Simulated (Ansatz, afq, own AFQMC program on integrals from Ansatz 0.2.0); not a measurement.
**CHB, triplet → CHB⁺, quartet**

```xyz
3

B     0.0000    0.0000    0.0901
C     0.0000    0.0000   -1.3588
H     0.0000    0.0000    1.2688
```

Connectivity, by distances: BH–C.

E(quartet, charge +1) − E(triplet, charge +0) at this geometry, on UHF and UHF determinants.

Basis 6-31G. Only valence electrons are correlated. Integrals, coupled cluster, full CI and functionals: Ansatz 0.2.0; the random walks run on the same integrals in our own AFQMC program. ph-AFQMC/CISD is guided by a CISD state made of CCSD amplitudes; releasing the constraint for a short imaginary time cuts its bias at the price of noise, slowly where states lie close. ± is one standard error of the sampling. The errors of all members are added in quadrature.

Full CI on the same integrals is exact in this basis and with this determinant's frozen core.

Errors are counted within 6-31G, not against nature.

Cautions: CHB (triplet): strong correlation (T1 0.074, weight of the determinant 0.82, largest double 0.16), unrestricted determinant spin contaminated (⟨S²⟩ 2.41 against 2.00), the ph-AFQMC/CISD walk drifts between its halves (2.7 errors); CHB⁺ (quartet): lower spins were not checked; this needn't be the first ionization.

Reference (full CI): 841.8 kJ/mol.

```tsv
level	vertical ionization energy (kJ/mol)	error against FCI (kJ/mol)
HF	742.7	-99.0
MP2	790.8	-51.0
CCSD	834.1	-7.7
CCSD(T)	839.1	-2.7
CCSDT	841.0	-0.8
CCSDT(Q)	841.8	0.0
CCSDTQ	841.7	-0.1
ph-AFQMC/CISD	841.5 ± 0.3	-0.2 ± 0.3
released AFQMC	841.4 ± 0.4	-0.3 ± 0.4
```

Correlation beyond CCSD(T) adds 2.7 kJ/mol. The perturbative (T) step is worth +5.0 kJ/mol. Where the cautions show a poor determinant, the low rows tell how each method copes with it, not its usual error.

CCSDT and higher add their correlation energy to the determinant of the CCSD(T) run, since their own runs factorise the integrals more tightly (a shift of under 2 meV). A walk keeps the symmetry of its determinant, which the program's search chose and which needn't be the lowest solution, so a lower state of the same spin and another symmetry isn't excluded. Released energies are given only where the last usable release times agree within the noise; a slower fall can still hide under it.
